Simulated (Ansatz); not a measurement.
Start from `[AlH2][SiH2][SiH3]` and change one atom or group to get `O[SiH2][SiH3]`.

Ansatz, PBE0-D4/def2-TZVP geometries, multiplicity 1. Each molecule was computed in one conformer, which needn't be the lowest.

| property | `[AlH2][SiH2][SiH3]` |
| --- | --- |
| HOMO energy (ωB97M-V/def2-TZVPP) / eV | -9.39 |
| LUMO energy (ωB97M-V/def2-TZVPP) / eV | -0.58 |
| HOMO energy (PBE0/def2-TZVPP) / eV | -7.46 |
| zero-point energy (PBE0-D4/def2-TZVP) / kJ/mol | 143.0 |
| LUMO energy (B3LYP/def2-TZVPP) / eV | -2.37 |
| size of the dipole moment (ωB97M-V/def2-TZVPP) / D | 0.39 |

Q: What does the change do to each property? (An estimate is asked.)

A: Ansatz gave: 
```json
{"property": "HOMO energy (ωB97M-V/def2-TZVPP) / eV", "`O[SiH2][SiH3]`": "-9.94", "shift": "-0.55"}
{"property": "LUMO energy (ωB97M-V/def2-TZVPP) / eV", "`O[SiH2][SiH3]`": "1.22", "shift": "1.80"}
{"property": "HOMO energy (PBE0/def2-TZVPP) / eV", "`O[SiH2][SiH3]`": "-7.86", "shift": "-0.40"}
{"property": "zero-point energy (PBE0-D4/def2-TZVP) / kJ/mol", "`O[SiH2][SiH3]`": "145.6", "shift": "2.6"}
{"property": "LUMO energy (B3LYP/def2-TZVPP) / eV", "`O[SiH2][SiH3]`": "-0.69", "shift": "1.68"}
{"property": "size of the dipole moment (ωB97M-V/def2-TZVPP) / D", "`O[SiH2][SiH3]`": "1.18", "shift": "0.79"}
```

With PBE0 the HOMO falls by 0.40 eV and the LUMO rises by 1.72 eV, so the gap widens by about 2.12 eV. PBE moves the HOMO by -0.19 eV and ωB97M-V by -0.55 eV. The zero-point energy changes by 2.6 kJ/mol with -3 modes. Dipoles are sizes alone; their direction can turn.

B3LYP here is the variant with VWN-RPA as its local correlation; programs differ in this.
